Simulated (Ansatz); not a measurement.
# AlBH2 (singlet): wave-function methods side by side at scale of all distances = 1.322, 6-31G

An exercise on one series of results from a longer session: the logs are not shown, and one member is left open.

Method: 6-31G, core rule «outside noble gas», up to 6 orbitals frozen; program: Ansatz 0.2.0, Gaussian basis.

To be run: UHF; CCSD(T) on RHF; BCCD(T) on RHF; CISD; CCSDT(Q) on RHF; CCSDTQ on RHF; CASSCF and MRCISD+Q, 2 electrons in 2 orbitals; CASSCF and NEVPT2, 2 electrons in 2 orbitals; CASSCF and MRCISD+Q, 8 electrons in 10 orbitals; CASSCF and NEVPT2, 8 electrons in 10 orbitals; Full CI.

10 further runs of the same task are left out: 6 that didn't finish, 4 set aside as unsound or not needed.

### The system

The geometry derives from a PBE0/def2-TZVP stationary point (not a proven minimum). All distances are scaled together.

4 atoms, charge 0, spin multiplicity 1.

Atoms are counted from 1 here; the program's logs count them from 0.

No contacts short enough for the rule that draws bonds.

The first run:

The input, in.yaml:

```yaml
crystal:
  periodic: [false, false, false]
  atoms:
    - {symbol: B, position_ang: [0.000000, 0.000000, 1.962886]}
    - {symbol: Al, position_ang: [0.000000, 0.000000, -0.998990]}
    - {symbol: H, position_ang: [0.000000, 1.328584, 2.844179]}
    - {symbol: H, position_ang: [0.000000, -1.328584, 2.844179]}
basis:
  gaussian: {orbitals: 6-31G}
magnetization: {spin_polarized: true, initial_magnetization: 0}
hamiltonian: {xc: hf}
output: {orbitals: {seedname: orbitals}}
```

Run with:

```bash
$ ansatz run in.yaml --threads 1 --pin off --events-out ev --progress --plain --max-ram 2393MiB
```

Among the steps run: UHF; CCSD(T) on RHF; BCCD(T) on RHF; CISD; CCSDT(Q) on RHF; CCSDTQ on RHF; CASSCF and MRCISD+Q, 2 electrons in 2 orbitals; CASSCF and NEVPT2, 2 electrons in 2 orbitals; CASSCF and MRCISD+Q, 8 electrons in 10 orbitals; CASSCF and NEVPT2, 8 electrons in 10 orbitals; Full CI.

One of the session's tables, all rows but one given; the rest of the session is left out.

```
          method  from FCI (kJ/mol)
             RHF             +343.1
            RMP2             +112.9
            CISD              +39.8
           RCCSD              +11.9
        RCCSD(T)               +3.4
         BCCD(T)               +3.4
          RCCSDT               +0.7
       RCCSDT(Q)               +0.2
         RCCSDTQ                0.0
     CASSCF pair             +288.5
     NEVPT2 pair              +99.2
  CASSCF valence                  ?
  NEVPT2 valence              +17.0
  MRCISD valence               +2.1
MRCISD+Q valence               +1.0
             FCI                  0
```

**Question.** Estimate the row for CASSCF valence.

As computed: from FCI (kJ/mol): +60.9. In the column «from FCI (kJ/mol)» it lies between CISD (+39.8) and NEVPT2 pair (+99.2).

Not comparable, so not listed: CASSCF and MRCISD+Q, 2 electrons in 2 orbitals (they don't share determinant, frozen orbitals or solution with the rows shown, or repeat one).

Caveats from the session: Warnings in the runs' records: passed over end.
